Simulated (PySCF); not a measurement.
Species: C2H5ClO2S.
Z-matrix (Å and degrees, PBE0-D3(BJ)/def2-SVP geometry), rows numbered from 1:
```
C 
C   1  1.5093
S   2  1.7915  1  113.27
O   3  1.4469  2  109.64  1   -44.74
O   3  1.4455  2  109.25  1   179.30
Cl  3  2.1057  2   99.75  1    67.34
H   1  1.0994  2  109.35  3   176.60
H   1  1.0986  2  110.73  3    56.87
H   1  1.0989  2  110.97  3   -63.88
H   2  1.1029  1  113.11  3  -115.09
H   2  1.0994  1  114.45  3   120.20
```

Computed with PBE0-D3(BJ)/def2-SVP geometry optimisation, gas phase in PySCF.

Take the most abundant isotopes and a rigid rotor. The values belong to one conformer with, in the numbering `[CH3:1][CH2:2][S:3](=[O:4])(=[O:5])[Cl:6]`, C1–C2–S3–O4 -45°.

Task: What are A, B and C (GHz)?

Result: Ia = 184.95, Ib = 221.42, Ic = 294.71 u·Å²; 505379 MHz·u·Å²/I gives 2733, 2282 and 1715 MHz, that is A = 2.7325, B = 2.2825, C = 1.7148 GHz.

Task: What kind of rotor is it?

Result: An asymmetric top; Ray's κ = 0.116.

Task: Is it planar, by Δ = Ic − Ia − Ib?

Result: Not planar: Δ = Ic − Ia − Ib = -111.66 u·Å². For a rigid frame Δ = −2 Σ m c², so Σ m c² = 55.83 u·Å² lies off the ab plane: 5.29 from hydrogen and 50.54 from heavier atoms. The atom farthest from that plane is 1.76 Å away.

Task: Give the other two planar moments, Paa and Pbb, and the rms extents of the mass along the axes.

Result: Paa = Σ m a² = (Ib + Ic − Ia)/2 = 165.59 and Pbb = Σ m b² = (Ia + Ic − Ib)/2 = 129.12 u·Å². With the mass M = 127.97 u, the rms extents √(P/M) along a, b and c are 1.14, 1.00, 0.66 Å.

Task: List the rotational levels J(Ka,Kc) to J = 3 (K).

Result: Above 0(0,0), as E/k:
J = 1: 1(0,1) 0.192, 1(1,1) 0.213, 1(1,0) 0.241
J = 2: 2(0,2) 0.561, 2(1,2) 0.570, 2(1,1) 0.652, 2(2,1) 0.716, 2(2,0) 0.731
J = 3: 3(0,3) 1.095, 3(1,3) 1.097, 3(1,2) 1.255, 3(2,2) 1.292, 3(2,1) 1.348, 3(3,1) 1.476, 3(3,0) 1.481
The levels of one J sum to (2J + 1)J(J + 1)(A + B + C)/3.

Task: Predict some low-J microwave lines.

Result: The dipole components are |μa| = 3.31 D, |μb| = 1.74 D, |μc| = 1.64 D. Intensities carry the squares of the components, which stand as 1.00 : 0.28 : 0.24 (a : b : c). Some lines, for components of 0.1 D or more:

```csv
type,branch,"J(Ka,Kc)",MHz,lower level (cm⁻¹)
c,Q,"2(2,1) ← 2(1,1)",1350,0.453
a,Q,"2(1,1) ← 2(1,2)",1703,0.396
b,Q,"2(1,1) ← 2(0,2)",1884,0.390
b,Q,"2(2,1) ← 2(1,2)",3053,0.396
b,Q,"3(2,2) ← 3(1,3)",4061,0.762
b,Q,"4(4,0) ← 4(3,1)",4224,1.594
a,Q,"4(1,3) ← 4(1,4)",5025,1.245
b,Q,"4(2,3) ← 4(1,4)",5339,1.245
a,R,"2(0,2) ← 1(0,1)",7696,0.133
b,R,"2(2,1) ← 1(1,0)",9912,0.167
a,R,"3(1,3) ← 2(1,2)",10984,0.396
b,R,"3(1,2) ← 2(2,1)",11221,0.498
a,R,"3(2,1) ← 2(2,0)",12869,0.508
b,R,"3(3,1) ← 2(2,0)",15519,0.508
c,R,"3(3,1) ← 2(2,1)",15818,0.498
b,R,"4(3,2) ← 3(2,1)",19031,0.937
c,R,"4(3,1) ← 3(2,1)",19682,0.937
b,R,"4(4,1) ← 3(3,0)",21103,1.029
b,R,"4(2,2) ← 3(1,3)",22428,0.762
```

Task: Estimate the classical rotational partition function at 25 K, 50 K and 100 K.

Result: Point group C1, symmetry number σ = 1; q = (√π/σ)·√((kT/h)³/(ABC)), k/h = 20836.6 MHz/K: 6440 at 25 K, 18200 at 50 K, 51500 at 100 K.

Not checked by PBE0-D3(BJ)/def2-SVP frequencies. No vibrational averaging or centrifugal distortion is included, and the geometry carries the error of its method. A rigid rotor knows nothing of internal rotation, which can split or shift real lines. Quadrupole hyperfine structure (35Cl) is left out.
